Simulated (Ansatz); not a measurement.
## [B2H4]− (SMILES B[BH2-]): the vertical detachment energy, rung by rung

The species is [B2H4]− (6 atoms), meant as a doublet with charge -1. SMILES: `B[BH2-]`. The shape is that of a GFN2-xTB optimisation.

```csv
atom,x (Å),y (Å),z (Å)
B,-0.1716,-0.7714,-0.0253
B,0.1693,0.7737,0.0273
H,-0.5804,-1.4388,0.9210
H,-0.0699,-1.4854,-1.0207
H,0.5757,1.4355,-0.9254
H,0.0769,1.4865,1.0230
```

Each level gives the vertical detachment energy (to the singlet neutral) (eV). The values are calculated.

```tsv
level	kind	program	value (eV)	less FCI/STO-3G	CPU time (all runs)
USVWN5/STO-3G	LDA	Ansatz	-1.39	+1.34	1 s
U-revPBE/STO-3G	GGA	Ansatz	-1.34	+1.39	1.7 s
U-r2SCAN0/STO-3G	hybrid meta-GGA	Ansatz	-1.43	+1.30	3.9 s
U-wB97M-V/STO-3G	range-separated hybrid	Ansatz	-1.76	+0.97	25 s
UB2PLYP/STO-3G	double hybrid	Ansatz	-2.02	+0.71	2.1 s
UMP2/STO-3G	perturbation theory	Ansatz	-2.74	-0.01	0.11 s
UCCSDT(Q)/STO-3G	coupled cluster or CI	Ansatz	-2.73	0.00	0.72 s
UCCSDT/STO-3G	coupled cluster or CI	Ansatz	-2.73	0.00	0.54 s
FCI/STO-3G	exact in the basis	Ansatz	-2.73	0.00	6.2 s
```

FCI/STO-3G is exact within its basis and frozen core, so for wave-function methods in that basis the difference is their error; functionals converge differently with the basis, so for them it is only a difference. Sets without diffuse functions describe the anion poorly. The values span -2.74 to -1.34 eV. All rows use very small basis sets, so even the best lies far from the true value. Times are those of the runs behind each value, whatever else they computed, on shared processors of several kinds: orders of magnitude only.
